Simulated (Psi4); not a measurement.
**HNO3 (nitric acid) at DSD-PBEP86/def2-SVPD (density fitting for correlation)**

Aim: the energy change on altering one bond length of HNO3 (nitric acid) at DSD-PBEP86/def2-SVPD (density fitting for correlation), from 2 runs. 

The results are computed with Psi4 1.11.

2 further runs of the same task are left out: 1 that didn't finish, 1 set aside as unsound or not needed.

## Step 1: The structure to begin with

HNO3: 5 atoms, total charge 0, spin state singlet. As SMILES, `O=[N+]([O-])O`. Geometry: relaxed at PBE0-D4/def2-TZVP. This is one conformer, not always the lowest.

Bond lengths: O1–N2 1.186 Å, N2–O3 1.201 Å, N2–O4 1.385 Å, O4–H5 0.970 Å. Angles: O1–N2–O3 130.2°, O1–N2–O4 114.2°, O3–N2–O4 115.7°, N2–O4–H5 103.1°.

## Step 2: The energy at DSD-PBEP86/def2-SVPD (density fitting for correlation)

File input.dat:

```
memory 2200 MB

molecule system {
  O      1.317870    -0.315800     0.746500
  N      0.253090    -0.279730     0.226190
  O     -0.596440    -1.123960     0.141450
  O     -0.044080     0.932950    -0.373960
  H     -0.930440     0.786540    -0.740170
  symmetry c1
  no_reorient
  no_com
}

set {
  puream               true
  e_convergence        1e-09
  d_convergence        1e-08
  scf_type             pk
  dft_radial_points    99
  dft_spherical_points 590
  num_frozen_docc      4
}

E, wfn = energy("dsd-pbep86/def2-SVPD", return_wfn=True)
```

The run is started by

```sh
$ psi4 -n 1 input.dat output.dat
```

output.dat:

```text
[...]
  Running in c1 symmetry.
[...]
  Nuclear repulsion =  127.635963317852998
[...]
  Multiplicity = 1
[...]
  Nalpha       = 16
  Nbeta        = 16
[...]
    Number of basis functions: 97
[...]
   @RKS iter   1:  -279.57750527542078   -6.78424e-02   8.06271e-03 DIIS/ADIIS
[...]
   @RKS iter  13:  -279.79620126442478   -7.95808e-13   4.79700e-09 DIIS
[...]
    Orbital Energies [Eh]
    ---------------------
    Doubly Occupied:
       1A    -20.191780     2A    -20.152033     3A    -20.149115
       4A    -15.495790     5A     -1.572522     6A     -1.359074
       7A     -1.328348     8A     -0.878741     9A     -0.762366
      10A     -0.749585    11A     -0.722103    12A     -0.641362
      13A     -0.527576    14A     -0.501744    15A     -0.474212
      16A     -0.462020
[...]
  @RKS Final Energy:  -279.79620126442478
   => Energetics <=
    Nuclear Repulsion Energy =            127.6359633178529975
    One-Electron Energy =                -636.2390773340339365
    Two-Electron Energy =                 238.1647484182192613
    DFT Exchange-Correlation Energy =      -9.3578356664631563
    Empirical Dispersion Energy =           0.0000000000000000
    VV10 Nonlocal Energy =                  0.0000000000000000
    Total Energy =                       -279.7962012644248375
[...]
 Multipole Moments:
 ------------------------------------------------------------------------------------
     Multipole            Electronic (a.u.)      Nuclear  (a.u.)        Total (a.u.)
 ------------------------------------------------------------------------------------
 L = 1.  Multiply by 2.5417464519 to convert [e a0] to [Debye]
 Dipole X            :        -12.5343973           11.8296666           -0.7047306
 Dipole Y            :         10.3704815           -9.8758032            0.4946782
 Dipole Z            :         -9.8861624            9.3637441           -0.5224183
 Magnitude           :                                                    1.0071111
[...]
```

Run time: 16 s. Hardware: 1 thread of Intel Xeon Platinum 8259CL at 2.50GHz (Skylake/Cascade Lake), shared host; peak memory 1.1 GiB.

## Step 3: The distorted shape at the same level

File run.py:

```python
import numpy as np
from ase.calculators.psi4 import Psi4
from ase import Atoms

mol = Atoms(['O', 'N', 'O', 'O', 'H'], positions=[
    [1.997491, 0.359581, 0.814292],
    [0.932711, 0.395651, 0.293982],
    [-0.596440, -1.123960, 0.141450],
    [0.635541, 1.608331, -0.306168],
    [-0.250819, 1.461921, -0.672378],
])
calc = Psi4(atoms=mol, method='dsd-pbep86', basis='def2-SVPD', memory='2200MB', num_threads=1, charge=0, multiplicity=1, label='psi4-calc')
calc.psi4.set_options({'puream': True, 'e_convergence': 1e-09, 'd_convergence': 1e-08, 'scf_type': 'pk', 'dft_radial_points': 99, 'dft_spherical_points': 590, 'num_frozen_docc': 4})
mol.calc = calc

print(f'energy: {mol.get_potential_energy():.6f} eV')
```

The run is started by

```sh
$ python run.py
```

psi4-calc.dat:

```text
[...]
  Running in c1 symmetry.
[...]
  Nuclear repulsion =  107.356647929941602
[...]
  Multiplicity = 1
[...]
  Nalpha       = 16
  Nbeta        = 16
[...]
    Number of basis functions: 97
[...]
   @RKS iter   1:  -278.90507157728450   -4.57352e-01   1.10688e-02 DIIS/ADIIS
[...]
   @RKS iter  18:  -279.62886581933907   -1.70530e-12   3.84102e-09 DIIS
[...]
    Orbital Energies [Eh]
    ---------------------
    Doubly Occupied:
       1A    -20.200029     2A    -20.191188     3A    -20.176441
       4A    -15.408420     5A     -1.506485     6A     -1.328904
       7A     -1.112726     8A     -0.893577     9A     -0.759828
      10A     -0.702453    11A     -0.671990    12A     -0.595424
      13A     -0.510897    14A     -0.480285    15A     -0.478743
      16A     -0.444260
[...]
  @RKS Final Energy:  -279.62886581933907
   => Energetics <=
    Nuclear Repulsion Energy =            107.3566479299416017
    One-Electron Energy =                -596.4102654511870014
    Two-Electron Energy =                 218.7052784431765247
    DFT Exchange-Correlation Energy =      -9.2805267412701671
    Empirical Dispersion Energy =           0.0000000000000000
    VV10 Nonlocal Energy =                  0.0000000000000000
    Total Energy =                       -279.6288658193390688
[...]
 Multipole Moments:
 ------------------------------------------------------------------------------------
     Multipole            Electronic (a.u.)      Nuclear  (a.u.)        Total (a.u.)
 ------------------------------------------------------------------------------------
 L = 1.  Multiply by 2.5417464519 to convert [e a0] to [Debye]
 Dipole X            :          0.4968609           -0.9117200           -0.4148592
 Dipole Y            :         -0.5099361            1.0644056            0.5544696
 Dipole Z            :          0.4292803           -0.8363880           -0.4071077
 Magnitude           :                                                    0.8032940
[...]
```

Standard output:

```text
energy: -7619.588223 eV
```

Wall time 18 s (1 thread of Intel Xeon Platinum 8259CL at 2.50GHz (Skylake/Cascade Lake), shared host); peak memory 1.1 GiB.

## Step 4: What came out

Level: DSD-PBEP86/def2-SVPD (density fitting for correlation), 4 core orbitals frozen.

| quantity | value |
| --- | --- |
| first shape: total energy | -280.20393 Eh |
| first shape: HOMO energy (SCF part's orbitals) | -12.57 eV |
| first shape: LUMO energy (SCF part's orbitals) | 0.31 eV |
| first shape: HOMO–LUMO gap (SCF part's orbitals) | 12.88 eV |
| distorted shape: total energy | -280.01470 Eh |
| distorted shape: HOMO energy (SCF part's orbitals) | -12.09 eV |
| distorted shape: LUMO energy (SCF part's orbitals) | -1.83 eV |
| distorted shape: HOMO–LUMO gap (SCF part's orbitals) | 10.26 eV |
| energy change with the N2–O3 bond stretched from 1.201 to 2.161 Å | 5.149 eV |

**Reading.** With the N2–O3 bond stretched from 1.201 to 2.161 Å the energy rises by 5.15 eV (119 kcal/mol). The first shape isn't relaxed at this level, so the change isn't measured from a minimum. A restricted reference can't describe the breaking bond well at this length.
